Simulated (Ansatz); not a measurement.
Process, species as SMILES: [O+]#[Si-] (O-Si) + 3 [H][H] (H2) → O (H2O) + [SiH4] (SiH4)
B3LYP-D3(BJ)/def2-TZVP geometries, fixed; electronic energies without zero-point terms.
Largest species:
```xyz
5

Si     0.0000     0.0000     0.0000
H      0.8756     0.8547     0.8331
H     -0.8222    -0.8655     0.8753
H     -0.8862     0.8545    -0.8220
H      0.8328    -0.8437    -0.8864
```

How fast the energy of full hydrogenation converges with the basis for several methods (Ansatz, a quantum-chemistry and plane-wave program): deviation from each method's own reference, in kcal/mol. References: B2PLYP -34.96 kcal/mol, the value in pcseg-4; CCSD(T) -38.28 kcal/mol, Hartree-Fock in aug-cc-pV(Q+d)Z plus the correlation part extrapolated as X^-3 from aug-cc-pV(T+d)Z and aug-cc-pV(Q+d)Z; HF -50.09 kcal/mol, the value in pcseg-4; MP2 -35.09 kcal/mol, Hartree-Fock in aug-cc-pV(Q+d)Z plus the correlation part extrapolated as X^-3 from aug-cc-pV(T+d)Z and aug-cc-pV(Q+d)Z; PBE -37.39 kcal/mol, the value in pcseg-4; PBE0 -46.10 kcal/mol, the value in pcseg-4. All functions are spherical. In correlated methods cores are frozen. No added dispersion term, no relativity. 

| basis | functions | B2PLYP | CCSD(T) | HF | MP2 | PBE | PBE0 |
|---|---|---|---|---|---|---|---|
| 3-21G | 22 | 26.44 | 38.11 | 13.21 | 39.51 | … | 16.70 |
| 6-31G | 22 | 12.69 | 24.64 | 2.01 | 26.63 | … | 2.38 |
| def2-TZVP | 68 | 3.14 | 6.47 | 1.20 | 6.31 | … | 1.87 |
| cc-pV(T+d)Z | 95 | 2.20 | 2.95 | 0.78 | 2.59 | … | 1.78 |
| jun-cc-pV(T+d)Z | 104 | 0.04 | 1.44 | -0.23 | 1.13 | … | -0.35 |
| aug-cc-pV(T+d)Z | 147 | 0.02 | 1.15 | -0.01 | 1.00 | … | -0.28 |
| pcseg-3 | 196 | 0.05 | 0.92 | 0.10 | 0.78 | … | -0.02 |
| def2-QZVPPD | 208 | -0.38 | -0.05 | -0.23 | -0.15 | … | -0.28 |
| aug-cc-pV(Q+d)Z | 273 | -0.39 | 0.37 | -0.28 | 0.31 | … | -0.50 |
| aug-pcseg-3 | 285 | 0.03 | 0.83 | 0.09 | 0.74 | … | -0.03 |
| cc-pV(5+d)Z | 320 | 0.18 | 0.88 | 0.02 | 0.81 | … | 0.08 |
| pcseg-4 | 349 | 0.00 | 0.64 | 0.00 | 0.59 | … | 0.00 |

Some entries are withheld; supply them.


- 3-21G, PBE: 20.00
- 6-31G, PBE: 4.94
- def2-TZVP, PBE: 2.37
- cc-pV(T+d)Z, PBE: 2.54
- jun-cc-pV(T+d)Z, PBE: -0.34
- aug-cc-pV(T+d)Z, PBE: -0.38
- pcseg-3, PBE: -0.04
- def2-QZVPPD, PBE: -0.26
- aug-cc-pV(Q+d)Z, PBE: -0.61
- aug-pcseg-3, PBE: -0.05
- cc-pV(5+d)Z, PBE: 0.20
- pcseg-4, PBE: 0.00

Mean absolute deviation over def2-TZVP, cc-pV(T+d)Z, jun-cc-pV(T+d)Z, aug-cc-pV(T+d)Z: HF 0.55, PBE0 1.07, B2PLYP 1.35, PBE 1.41, MP2 2.76, CCSD(T) 3.00 kcal/mol.
